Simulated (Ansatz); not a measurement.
A calculation with Ansatz (development build ahead of 0.2.0).

```yaml
crystal:
  periodic: [false, false, false]
  atoms:
    - { symbol: Al, position_ang: [0.0, 0.0, -1.3108] }
    - { symbol: P, position_ang: [0.0, 0.0, 1.3108] }
basis:
  gaussian: { orbitals: "6-31G" }
magnetization:
  initial_magnetization: 2
hamiltonian:
  xc: hf
correlation:
  method: ccsd_t
  frozen_orbitals: { Al: 5, P: 5 }
```

The input is written out in the form of the current development build from the run's settings. Correlation on restricted open-shell orbitals is semicanonical, with singles.

Output:

```json
{
 "Converged": "yes",
 "Reference energy": "-582.56073 hartree",
 "Correlation energy": "-0.07373 hartree",
 "Total energy": "-582.63446 hartree"
}
```
